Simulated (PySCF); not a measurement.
Formyl fluoride, CHFO.
Bonds: O1–C2 (double), C2–F3. Hydrogens: H4 on C2.

Theory: core-valence-separated Tamm–Dancoff BHandHLYP/aug-pcX-1 (pcseg-1 on H) in PySCF, non-relativistic, gas phase, PBE0-D3(BJ)/def2-SVP geometry.

Computed oxygen K-edge spectrum, Gaussian lines of 0.6 eV full width, highest printed point 100; it ends one width below the last computed root. BHandHLYP without relativity tends to put these K edges a few eV too low, so spacings mean more than positions.

```tsv
photon energy (eV)	absorption
528.4	1
528.6	6
528.8	27
529.0	71
529.2	100
529.4	76
529.6	31
529.8	7
530.0	1
530.2	0
530.4	0
530.6	0
530.8	0
531.0	0
531.2	0
531.4	0
531.6	0
531.8	0
532.0	0
532.2	0
532.4	0
532.6	0
532.8	0
533.0	0
533.2	0
533.4	0
533.6	0
533.8	0
534.0	0
534.2	0
534.4	1
534.6	3
534.8	6
535.0	10
535.2	16
535.4	21
535.6	19
535.8	11
536.0	4
536.2	1
536.4	1
536.6	3
536.8	10
537.0	23
537.2	27
537.4	17
537.6	7
```

Where are the maxima, and which lines make them up?

3 maxima:
- 529.2 eV: O1 (carbonyl oxygen), 529.21 eV, f = 0.050, 1s→π*, 100 % of the height at the exact maximum
- 535.4 eV: O1 (carbonyl oxygen), 535.51 eV, f = 0.009, 82 % of the height at the exact maximum; O1 (carbonyl oxygen), 535.17 eV, f = 0.003, 17 % of the height at the exact maximum
- 537.2 eV: O1 (carbonyl oxygen), 537.15 eV, f = 0.014, 100 % of the height at the exact maximum

Roots within 0.03 eV on the same or equivalent atoms count as one line; shares under 12 % aren't listed.

Vibrational structure and lifetime widths aren't in the curve. The ionisation threshold wasn't computed; near and above it a finite basis only mimics Rydberg series and continuum.
